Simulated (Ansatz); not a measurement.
Geometry optimisation, Ansatz 0.2.0, RKS PBE-D4/def2-SVP.

The input (input.yaml):

```yaml
crystal:
  periodic: [false, false, false]
  atoms:
    - { symbol: C, position_ang: [-0.2736, 0.7733, 0.867] }
    - { symbol: C, position_ang: [0.1929, -0.4796, 0.2477] }
    - { symbol: S, position_ang: [1.9148, -0.2915, -0.2406] }
    - { symbol: C, position_ang: [-0.5135, -0.8859, -0.9819] }
    - { symbol: O, position_ang: [-1.5103, -0.2621, -1.487] }
    - { symbol: H, position_ang: [0.2447, 1.1114, 1.7493] }
    - { symbol: H, position_ang: [-0.2502, 1.6537, 0.1484] }
    - { symbol: H, position_ang: [-1.3327, 0.7238, 1.1452] }
    - { symbol: H, position_ang: [0.1221, -1.2686, 1.0241] }
    - { symbol: H, position_ang: [1.7717, 0.7328, -1.0531] }
    - { symbol: H, position_ang: [-0.3006, -1.8644, -1.3984] }
basis:
  gaussian: { orbitals: def2-SVP }
hamiltonian:
  xc: pbe
  dispersion: d4
relax:
  f_tol: 0.015
  max_steps: 40
```

Command:

```bash
$ ansatz run input.yaml --threads 2 --pin off --max-ram 3072MiB --backend cpu --events-out ev --progress --plain --runs-dir out
```

Task: Where does it end, and by what steps?

Result: The forces met the threshold. After 10 steps the energy has fallen by 0.519 eV; O5 moved furthest, 0.21 Å.

```json
{"step": "0", "energy less start (eV)": "0.0000", "largest force component (eV/Å)": "4.836", "accepted": "yes"}
{"step": "1", "energy less start (eV)": "-0.1430", "largest force component (eV/Å)": "4.356", "accepted": "yes"}
{"step": "2", "energy less start (eV)": "-0.3698", "largest force component (eV/Å)": "2.567", "accepted": "yes"}
{"step": "3", "energy less start (eV)": "-0.4212", "largest force component (eV/Å)": "1.903", "accepted": "yes"}
{"step": "4", "energy less start (eV)": "-0.5090", "largest force component (eV/Å)": "0.510", "accepted": "yes"}
{"step": "5", "energy less start (eV)": "-0.5151", "largest force component (eV/Å)": "0.293", "accepted": "yes"}
{"step": "6", "energy less start (eV)": "-0.5187", "largest force component (eV/Å)": "0.037", "accepted": "yes"}
{"step": "7", "energy less start (eV)": "-0.5192", "largest force component (eV/Å)": "0.039", "accepted": "yes"}
{"step": "8", "energy less start (eV)": "-0.5194", "largest force component (eV/Å)": "0.033", "accepted": "yes"}
{"step": "9", "energy less start (eV)": "-0.5188", "largest force component (eV/Å)": "0.099", "accepted": "no"}
{"step": "10", "energy less start (eV)": "-0.5195", "largest force component (eV/Å)": "0.015", "accepted": "yes"}
```

```xyz
11
Properties=species:S:1:pos:R:3
C -0.346 0.835 0.903
C 0.181 -0.443 0.272
S 1.953 -0.358 -0.258
C -0.568 -0.875 -0.982
O -1.353 -0.166 -1.579
H 0.280 1.141 1.762
H -0.360 1.655 0.159
H -1.389 0.691 1.251
H 0.187 -1.295 0.986
H 1.766 0.665 -1.141
H -0.286 -1.906 -1.351
```

Whether the end is a true minimum wasn't checked by a vibrational analysis.

The run took 25 s on 2 threads of Arm Neoverse V1, on a shared host, peak memory 0.14 GiB.
